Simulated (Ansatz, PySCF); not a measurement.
Molecule: BF$_{2}$, charge 0, multiplicity 2. It need not be the lowest isomer of its formula. 
Geometry from a B3LYP-D3(BJ)/def2-TZVP (Ansatz, a quantum-chemistry and plane-wave program) optimisation:
SMILES: F[B]F
```xyz
3

B     -0.0027     0.5023    -0.0114
F      1.1429    -0.1332     0.0106
F     -1.1414    -0.1458    -0.0043
```
Charge 0, spin multiplicity 2.

Wanted: atomisation energy (electronic, to ground-state atoms), in kcal/mol. Valence correlation only, unless marked. Open shells are spin-unrestricted. No spin-orbit coupling. No relativistic terms. The coupled-cluster limit lacks core correlation, which all-electron functionals hold. CBS(X,Y): correlation extrapolated as X^-3; Hartree-Fock from the larger set.

```
level                                program  atomisation energy (kcal/mol)  minus last row
----------------------------  --------------  -----------------------------  --------------
revPBE-D3(BJ)/def2-TZVPD      Ansatz + dftd3                          296.8             1.4
BP86-D3(BJ)/def2-TZVPD         PySCF + dftd3                          306.9            11.5
BP86/def2-TZVPD                        PySCF                          306.2            10.8
r2SCAN/def2-TZVPD                     Ansatz                          303.6             8.2
PBE0/6-31G*                           Ansatz                          300.2             4.8
TPSSh-D3(BJ)/def2-TZVPD        PySCF + dftd3                          293.7            -1.7
TPSSh-D4/def2-TZVPD            PySCF + dftd4                          293.9            -1.5
HSE06-D4/def2-TZVPD           Ansatz + dftd4                          298.5             3.1
wB97M-V/def2-TZVPD                    Ansatz                          295.6             0.2
MP2/6-31G*                            Ansatz                          300.4             5.0
MP2/CBS(cc-pVTZ,cc-pVQZ)              Ansatz                          315.4            20.0
RI-MP2/cc-pVTZ                        Ansatz                          308.2            12.8
RI-MP2/CBS(cc-pVTZ,cc-pVQZ)           Ansatz                          315.3            19.9
CCSD(T)/6-31G*                        Ansatz                          281.3           -14.1
CCSD(T)/CBS(cc-pVTZ,cc-pVQZ)          Ansatz                          295.4             0.0
```
